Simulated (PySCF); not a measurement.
Geometries of 3 isomers of C2H2F2S, from PBE0-D3(BJ)/def2-SVP geometry optimisation, gas phase in PySCF. One conformer each, no zero-point energy, no frequencies.

Question: Which isomer lies lowest at this level?
A.
```xyz
7
angstrom
F     -0.804    0.873   -1.189
C     -0.625   -0.016   -0.191
F     -1.395    0.367    0.849
C      0.818    0.021    0.238
S      1.798   -1.251    0.218
H     -0.935   -1.019   -0.530
H      1.144    1.020    0.572
```
B.
```xyz
7
angstrom
F     -1.636   -0.291   -0.617
C     -0.617    0.279    0.019
F     -0.757    1.601   -0.051
C      0.719   -0.307   -0.107
S     -0.057   -0.443    1.554
H      1.570    0.379   -0.179
H      0.811   -1.243   -0.668
```
C.
```xyz
7
angstrom
F      1.272   -1.131   -0.445
C      0.352   -0.552    0.340
S     -1.390   -0.830   -0.034
C     -0.340    0.624   -0.222
F      0.023    0.991   -1.459
H      0.641   -0.586    1.398
H     -0.582    1.491    0.404
```

Answer: B. That is `FC1(F)CS1`, 4.6 kcal/mol below the next.

```
           SMILES            atoms numbered as above      E (Eh)  relative (kcal/mol)  relative (kJ/mol)  dipole (D)
        FC1(F)CS1    [F:1][C:2]1([F:3])[CH2:4][S:5]1  -674.51100                  0.0                0.0        1.87
         FC(F)C=S     [F:1][CH:2]([F:3])[CH:4]=[S:5]  -674.50363                  4.6               19.4        0.31
F[C@@H]1S[C@@H]1F  [F:1][C@@H:2]1[S:3][C@@H:4]1[F:5]  -674.49833                  8.0               33.3        2.48
```

As drawn, the lowest has two fluorines on one carbon, which the highest lacks.
